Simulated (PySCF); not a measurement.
diphosphorus cation (P2), SMILES P#P (connectivity only; charge and spin as stated), charge +1, multiplicity 2.

Coordinates come from a B3LYP-D3(BJ)/def2-TZVPD optimisation. The spin state was assumed, not searched.

Calculation: B3LYP-D3(BJ)/def2-TZVPD (PySCF).

Frequencies are harmonic and unscaled.

Computed normal modes with their intensities:
```csv
mode,ν (cm⁻¹),IR (km/mol),moving atoms (share of kinetic energy)
1,703,0.0,P 100 %
```
